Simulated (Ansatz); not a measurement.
Input for Ansatz (development build ahead of 0.2.0):

```yaml
crystal:
  periodic: [false, false, false]
  atoms:
    - { symbol: C, position_ang: [0.0, 0.0, 0.0] }
    - { symbol: C, position_ang: [0.0, 0.0, 1.3338] }
basis:
  gaussian: { orbitals: def2-SVP }
total_charge: 1
magnetization:
  spin_polarized: true
  initial_magnetization: 3
hamiltonian:
  xc: hf
correlation:
  method: mp2
  frozen_orbitals: { C: 1 }
```

The input is written out in the form of the current development build from the run's settings.

Output:

- Converged: yes
- Reference energy: -75.03843 hartree
- Correlation energy: -0.11828 hartree
- Total energy: -75.15670 hartree
- Spin squared of the determinant: 3.923
- Stability test: minimum

Messages of the program:
```
mean field -2041.89961966 eV, -75.0384269733 hartree, gradient 2.8e-6 eV, S^2 3.923426; 10 other ends of a descent, 0 dependent functions left out
```

Caution: the unrestricted determinant is spin contaminated; the determinant may break the point group; another reference gives a lower total.
